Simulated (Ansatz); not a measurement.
Mulliken charges of C₂H₂OS (`OC1=CS1`) from B3LYP/def2-TZVPP in Ansatz (PBE0-D4/def2-TZVP geometry).

| atom | x (Å) | y (Å) | z (Å) | charge (e) |
| --- | --- | --- | --- | --- |
| O1 | -0.562 | 0.491 | -1.348 | -0.236 |
| C2 | -0.081 | -0.157 | -0.312 | 0.167 |
| C3 | 0.362 | -0.184 | 0.890 | -0.196 |
| S4 | 0.306 | -1.853 | 0.013 | -0.157 |
| H5 | -0.632 | 1.430 | -1.134 | 0.215 |
| H6 | 0.649 | 0.209 | 1.844 | 0.207 |

Task: By hand: the dipole of these point charges (1 e Å = 4.8032 D).

Result: Σ q r = (-0.001, 0.536, 0.227) e Å, of length 0.582 e Å = 2.80 D.

Task: How does the dipole of the full density compare? (Estimate.)

Result: The calculation gave: (-0.060, 0.698, 0.138) e Å, 3.43 D; the point charges give 0.82 times that, at 13° from its direction.

Point charges leave out the atoms' own dipoles, such as those of lone pairs, and Mulliken's split depends on the basis, so the two needn't agree.

B3LYP here is the variant with VWN-RPA as its local correlation; programs differ in this.
